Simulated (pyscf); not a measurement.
Elementary routes open to HO–GeH₃ + hydrogen fluoride (HF) in the gas phase (singlet surface):
A. F–GeH₃ + water (H₂O) (Ge–O, F–H broken; F–Ge, H–O formed)
B. HO–GeH₂–F + hydrogen (H₂) (Ge–H, F–H broken; F–Ge, H–H formed)

Optimised with ωB97X-D3(BJ)/def2-SVP in PySCF.

Q: Rank the routes by free-energy barrier at 900 K, lowest first, for ωB97M-D3(BJ)/def2-TZVP energies (ideal gas, 1 atm, RRHO with modes under 100 cm⁻¹ raised to 100, one conformer, R ln 2 for chiral ones without a mode under 150 cm⁻¹).

A: A (42.0 kcal/mol), B (60.9 kcal/mol)

Route A is the fastest of these, ahead of the next by 18.9 kcal/mol. The most stable products are those of B (ΔG = -14.0 kcal/mol), whose barrier is 18.9 kcal/mol higher: the kinetic and the thermodynamic product differ. At 298 K A is still the fastest. A: On the reactant side the descent ends in a bound adduct, 9.9 kcal/mol under the separated species and 20.8 kcal/mol under the saddle at ωB97X-D3(BJ)/def2-TZVP. On the product side the descent ends in a complex, 5.2 kcal/mol under the separated species and 24.8 kcal/mol under the saddle at ωB97X-D3(BJ)/def2-TZVP. Only these routes are compared; each barrier is that of the saddle found, and lower ones may exist. Elements up to Kr have no core potential and no relativistic terms here.
